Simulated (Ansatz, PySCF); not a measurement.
System: C3H6, charge 0, singlet. C3H6 (SMILES C1CC1).
B3LYP-D3(BJ)/def2-TZVP minimum from Ansatz (a quantum-chemistry and plane-wave program):
```xyz
9

C      0.0021     0.8680     0.0015
C      0.7506    -0.4358    -0.0075
C     -0.7527    -0.4321     0.0060
H      0.0117     1.4536     0.9108
H     -0.0045     1.4568    -0.9058
H      1.2503    -0.7291    -0.9208
H      1.2665    -0.7323     0.8958
H     -1.2539    -0.7261     0.9183
H     -1.2701    -0.7229    -0.8983
```

Total energies in hartree (Ansatz). UHF or UKS for unpaired electrons; spin-orbit terms are left out. Correlated methods leave the cores frozen. No relativity. Where a partner has so few electrons that a lower coupled-cluster level is exact, that level stands in.

```tsv
species	HF/cc-pVTZ	CCSD(T)/cc-pVTZ	HF/cc-pVQZ	CCSD(T)/cc-pVQZ	CCSD(T)/cc-pVDZ	CCSDT(Q)/cc-pVDZ
1: C3H6 (SMILES C1CC1)	-117.10117	-117.67025	-117.10867	-117.70489	-117.54307	-117.54454
2: C (triplet)	-37.69157	-37.78076	-37.69331	-37.78654	-37.76038	-37.76071
3: H (doublet)	-0.49981	-0.49981	-0.49995	-0.49995	-0.49928	-0.49928
```

Problem. Work out the enthalpy of formation at 298 K (by atomisation, with ideal-gas terms from PySCF's Hessian at B3LYP-D3(BJ)/def2-TZVP and the atoms' measured values of the G2/97 table; no spin-orbit terms) in kcal/mol: take Hartree-Fock from cc-pVQZ, extrapolate the CCSD(T) correlation energy as X^-3 (X = 3, 4), and add CCSDT(Q) - CCSD(T) in cc-pVDZ. The further terms named in the bracket sum to +1.38095 hartree. 1 hartree = 627.51 kcal/mol.

Solution. 
Species 1: correlation (64·(-0.59622) - 27·(-0.56908))/37 = -0.61602; step -0.00147; E1 = -117.10867 + (-0.61602) + (-0.00147) = -117.72616
Species 2: correlation (64·(-0.09323) - 27·(-0.08919))/37 = -0.09618; step -0.00033; E2 = -37.69331 + (-0.09618) + (-0.00033) = -37.78982
Species 3: correlation (64·(0.00000) - 27·(0.00000))/37 = 0.00000; step +0.00000; E3 = -0.49995 + (0.00000) + (+0.00000) = -0.49995
+1·E1 -3·E2 -6·E3 +1.38095 = 0.02395 hartree = 15.0 kcal/mol. Measured: 12.8 kcal/mol, 53.6 kJ/mol (Active Thermochemical Tables 1.112 (ions: stationary electron), as tabulated in the package chemicals); atomic spin-orbit terms, which the calculations lack, would raise the computed values. The composite differs from it by +2.2 kcal/mol; core, relativistic and spin-orbit terms are not in it.
